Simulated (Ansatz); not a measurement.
Basis sets over 8 cases of the optimised length of bonds between heavy atoms at PBE with Ansatz (elements up to F), each against its own reference: (a) the value in aug-pcseg-3; (b) the value in def2-QZVPPD; (c) the value in pcseg-4. By their distance from other large sets or by the extrapolation step the references are unsure by up to roughly 0.0005 Å. Each level at its own minimum; unrestricted open shells; no added dispersion term; no relativity. Cartesian d functions in some cases of 6-31G*, 6-31G**. Core-valence sets carry the plain set on hydrogen. 

Cases are drawn at random; left out are references unsure by over 0.0033 Å, doubtful singlets, and cases whose largest runs show a restricted determinant unstable towards unrestricted orbitals, <S^2> over 0.1 too high or, where CCSD(T) ran, T1 over 0.025 (0.045 for open shells). Sets are drawn from those converged to one state in every case.

Cases (SMILES) and reference values:
- N#C (CH-N), one C-N bond length: 1.1573 Å (a)
- O=[CH] (CH-O), doublet, one C-O bond length: 1.1811 Å (a)
- C(=[N])=O, doublet, one C-O bond length: 1.1873 Å (b)
- OO (H2O2), one O-O bond length: 1.4634 Å (b)
- F[CH2] (CH2-F), doublet, one C-F bond length: 1.3460 Å (b)
- O=C (CH2-O), one O-C bond length: 1.2077 Å (b)
- C#C (C2H2), one C-C bond length: 1.2065 Å (b)
- N#N (N2), one N-N bond length: 1.1020 Å (c)

```json
[
 {"basis": "STO-3G", "functions over def2-SVP (largest species, mean of cases)": "0.3", "mean signed deviation (Å)": "0.0477", "mean absolute": "0.0477", "largest": "0.0933", "within 0.01 Å": "1 of 8"},
 {"basis": "6-31G*", "functions over def2-SVP (largest species, mean of cases)": "1.0", "mean signed deviation (Å)": "0.0092", "mean absolute": "0.0092", "largest": "0.0148", "within 0.01 Å": "4 of 8"},
 {"basis": "pcseg-1", "functions over def2-SVP (largest species, mean of cases)": "1.0", "mean signed deviation (Å)": "0.0082", "mean absolute": "0.0082", "largest": "0.0141", "within 0.01 Å": "6 of 8"},
 {"basis": "cc-pVDZ", "functions over def2-SVP (largest species, mean of cases)": "1.0", "mean signed deviation (Å)": "0.0088", "mean absolute": "0.0088", "largest": "0.0138", "within 0.01 Å": "5 of 8"},
 {"basis": "6-31G**", "functions over def2-SVP (largest species, mean of cases)": "1.1", "mean signed deviation (Å)": "0.0093", "mean absolute": "0.0093", "largest": "0.0148", "within 0.01 Å": "4 of 8"},
 {"basis": "6-311G**", "functions over def2-SVP (largest species, mean of cases)": "1.3", "mean signed deviation (Å)": "0.0034", "mean absolute": "0.0034", "largest": "0.0062", "within 0.01 Å": "8 of 8"},
 {"basis": "def2-TZVP", "functions over def2-SVP (largest species, mean of cases)": "2.0", "mean signed deviation (Å)": "0.0010", "mean absolute": "0.0010", "largest": "0.0018", "within 0.01 Å": "8 of 8"},
 {"basis": "cc-pVTZ", "functions over def2-SVP (largest species, mean of cases)": "2.3", "mean signed deviation (Å)": "0.0012", "mean absolute": "0.0014", "largest": "0.0030", "within 0.01 Å": "8 of 8"},
 {"basis": "def2-TZVPP", "functions over def2-SVP (largest species, mean of cases)": "2.3", "mean signed deviation (Å)": "0.0009", "mean absolute": "0.0009", "largest": "0.0015", "within 0.01 Å": "8 of 8"},
 {"basis": "def2-TZVPD", "functions over def2-SVP (largest species, mean of cases)": "2.6", "mean signed deviation (Å)": "0.0011", "mean absolute": "0.0011", "largest": "0.0016", "within 0.01 Å": "8 of 8"},
 {"basis": "jun-cc-pV(T+d)Z", "functions over def2-SVP (largest species, mean of cases)": "2.8", "mean signed deviation (Å)": "0.0016", "mean absolute": "0.0016", "largest": "0.0023", "within 0.01 Å": "8 of 8"},
 {"basis": "def2-TZVPPD", "functions over def2-SVP (largest species, mean of cases)": "2.8", "mean signed deviation (Å)": "0.0010", "mean absolute": "0.0010", "largest": "0.0016", "within 0.01 Å": "8 of 8"},
 {"basis": "6-311++G(3df,3pd)", "functions over def2-SVP (largest species, mean of cases)": "2.9", "mean signed deviation (Å)": "-0.0001", "mean absolute": "0.0008", "largest": "0.0021", "within 0.01 Å": "8 of 8"},
 {"basis": "cc-pCVTZ", "functions over def2-SVP (largest species, mean of cases)": "3.0", "mean signed deviation (Å)": "0.0007", "mean absolute": "0.0010", "largest": "0.0017", "within 0.01 Å": "8 of 8"}
]
```

Among the sets for which every case ran a larger relative (same family, alike in diffuse functions, listed or not), the smallest listed that holds all cases within 0.01 Å together with them is def2-TZVP, at 2.0 times the functions of def2-SVP. Inside, though some case ran no larger relative to test it: 6-311G**, 6-311++G(3df,3pd), cc-pCVTZ. Largest deviations of relatives not listed, over the cases that ran them: aug-cc-pVTZ 0.0028, cc-pVQZ 0.0006, def2-QZVPP 0.0006, def2-QZVP 0.0006, cc-pV5Z 0.0001, def2-QZVPPD 0.0001, aug-cc-pVQZ 0.0003 Å. A case lies within its reference's uncertainty of the window's edge in pcseg-1. These figures hold for the cases listed.

Ansatz is a program for electronic structure.
